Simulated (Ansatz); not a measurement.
# ClH: interaction energy of a dimer with the counterpoise correction from a Python script

How strongly do two molecules of ClH bind, and how much of that is basis error? A script is to give the interaction energy of a dimer with the counterpoise correction; the system is ClH.

Computed with Ansatz 0.2.0 through its Python package. Level of theory: B3LYP/def2-SVPD.

**1. The system**

Bond lengths: H1–Cl2 1.290 Å.

No structure file is read: the coordinates are typed or built in the script.

**2. The code**

Contents of dimer_clh.py:

```python
import ansatz as az

params = {
    "basis_set": "def2-SVPD",
    "xc": "b3lyp",
}

FIRST = [
    ("H", (0.0, 0.0, -0.645)),
    ("Cl", (0.0, 0.0, 0.645)),
]
SECOND = [
    ("H", (1.167, -3.2484, -0.3209)),
    ("Cl", (1.8438, -2.5754, 0.5469)),
]

def energy(atoms, ghosts=()):
    molecule = az.Crystal.molecule()
    for symbol, xyz in atoms:
        molecule = molecule.atom(symbol, xyz)
    calc = (
        molecule.calculation()
        .basis(gaussian=params["basis_set"])
        .functional(params["xc"])
    )
    deck = calc.input()
    if ghosts:
        deck = deck.set(az.key.basis.gaussian.ghost_atoms, [{"symbol": s, "position_ang": list(xyz)} for s, xyz in ghosts])
    return az.Session.from_dict(deck).plan().execute().report["free_energy_ev"]

both = energy(FIRST + SECOND)
alone = energy(FIRST) + energy(SECOND)
ghosted = energy(FIRST, SECOND) + energy(SECOND, FIRST)
print(f"dimer {both:.6f} eV")
print(f"interaction, uncorrected   {(both - alone):8.3f} eV")
print(f"interaction, counterpoise  {(both - ghosted):8.3f} eV")
print(f"basis-set superposition    {(alone - ghosted):8.3f} eV")
```

**3. Running it**

The run is started by

```
python dimer_clh.py
```

**Question.** How large is the interaction at this pose, and how much of it is basis-set superposition?

**Answer**, as computed:

| quantity | value |
| --- | --- |
| interaction energy, uncorrected | 0.180 eV |
| interaction energy, counterpoise | 0.194 eV |
| runs compared | 5 |

In words: The pair is unbound at this geometry and level. Uncorrected it is 0.180 eV, with the counterpoise correction 0.194 eV; the difference, 0.01 eV, is the superposition error. The pose is repulsive. The dimer is a generated trial pose of unrelaxed monomers, not a minimum, so the figure is no binding energy, and the basis set is small. b3lyp holds the VWN-RPA fit, as in Gaussian; the form of ORCA and Turbomole is b3lyp5. This level lacks the dispersion part of the attraction (electrostatics and induction are there), which can decide the sign where the interaction is weak.
